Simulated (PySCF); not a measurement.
Species: difluoropropargyl, C₃HF₂ (doublet state).
Structure used (PBE0-D3(BJ)/def2-SVP), in Å, numbered top down from 1:
```
atom  x, y, z in Å
C1     1.502   -0.324    0.430
C2     0.323   -0.069    0.187
C3    -0.982    0.216   -0.080
F4    -1.994   -0.371    0.512
F5    -1.373    1.104   -0.960
H6     2.531   -0.552    0.640
```

The species is difluoropropargyl (`C#C[C](F)F`).

Computed, not measured: PySCF 2.14.0, UHF, IGLO-III on C F, pcH-1 on H, non-relativistic, mean-field spin-orbit, GIAO. Geometry: PBE0-D3(BJ)/def2-SVP; no solvent, vibrations or thermal averaging.

Output of the driver script (its header reads UKS for Hartree–Fock too). Atoms in this output count from 0.

```
UKS, final grid
  cycle   1  E = -312.91489454  |g| = 5.43e-01
  cycle   2  E = -313.01616200  |g| = 3.39e-01
  cycle   3  E = -313.05785996  |g| = 7.48e-02
  cycle   4  E = -313.06345233  |g| = 4.01e-02
  cycle   5  E = -313.06594240  |g| = 2.36e-02
  cycle   6  E = -313.06735232  |g| = 1.55e-02
  cycle   7  E = -313.06821994  |g| = 1.06e-02
  cycle   8  E = -313.06874601  |g| = 9.17e-03
  cycle   9  E = -313.06945208  |g| = 7.07e-03
  cycle  10  E = -313.07007140  |g| = 3.68e-03
  cycle  11  E = -313.07016563  |g| = 1.66e-03
  cycle  12  E = -313.07018400  |g| = 7.57e-04
  cycle  13  E = -313.07018626  |g| = 3.53e-04
  cycle  14  E = -313.07018676  |g| = 1.57e-04
  cycle  15  E = -313.07018681  |g| = 7.19e-05
  cycle  16  E = -313.07018681  |g| = 3.56e-05
  cycle  17  E = -313.07018682  |g| = 1.50e-05
  cycle  18  E = -313.07018682  |g| = 6.23e-06
E = -313.07018682 Eh   <S^2> = 1.0264 (exact 0.7500)
g shifts (ppm)      1          2          3
  rmc          -201       -201       -201
  gc            -15         38         48
  oz_so         -82       1858       1913
  total        -298       1696       1760
hyperfine (MHz)  atom isotope    a_iso     a_fc   dipolar eigenvalues
    0   13C     221.25     221.25    -84.74      4.75     79.99
    1   13C    -283.30    -283.30    -41.04    -31.01     72.04
    2   13C     229.93     229.93    -78.21    -78.08    156.29
    3   19F     159.45     159.45   -233.18   -102.93    336.11
    4   19F     159.78     159.78   -233.19   -103.08    336.27
    5    1H    -152.61    -152.61    -27.77    -14.14     41.91
```

Task: The SCF converged. Why should these EPR parameters still be doubted?

Result: ⟨S²⟩ = 1.026 is 37 % above the exact 0.750: the determinant holds components of higher spin, so its spin density, and the couplings taken from it, aren't those of a pure doublet state. Most negative Mulliken spin population: C2 (-1.07), with atoms counted from 1. At the same geometry and basis B3LYP gives ⟨S²⟩ = 0.769, g_iso = 2.0035 (here 2.0034) and a(13C, atom 1 as the log counts) = -75.3 MHz (here -283.3, class means).
